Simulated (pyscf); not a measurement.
Single points on ωB97X-D3(BJ)/def2-SVP structures (PySCF, gas phase). Correlated levels are frozen-core, on RHF or UHF. ΔMP2 is the change of the MP2 total energy from the triple- to the quadruple-zeta basis.

Q: water (H₂O) + H₂N–SiH₂–F → HO–SiH₂–F + ammonia (NH₃)
Surface: singlet. Broken: H–O, N–Si. Formed: O–Si, H–N. Give ΔE‡ and ΔE from CCSD(T)/def2-TZVPP + ΔMP2(QZVPP), relative to the separated reactants.

A: ΔE‡ = 0.74 eV, ΔE = -0.41 eV. Zero-point energy shifts the barrier by +0.03 eV. It is a four-centre exchange, with an imaginary mode of 1136i cm⁻¹. On the reactant side the descent ends in a complex, 0.20 eV under the separated species and 0.80 eV under the saddle at ωB97X-D3(BJ)/def2-TZVP. On the product side the descent ends in an adduct with a N–Si contact, 0.19 eV under the separated species and 1.20 eV under the saddle at ωB97X-D3(BJ)/def2-TZVP. What is counted as broken (N–Si) persists as a longer contact in the product adduct; parting that adduct is a step of its own. At ωB97X-D3(BJ) the barrier from the zero used here is 0.60 eV. One saddle was located; it need not be the lowest between these sides. The CCSD(T) − MP2 part came from Ansatz, without density fitting, on the same reference.
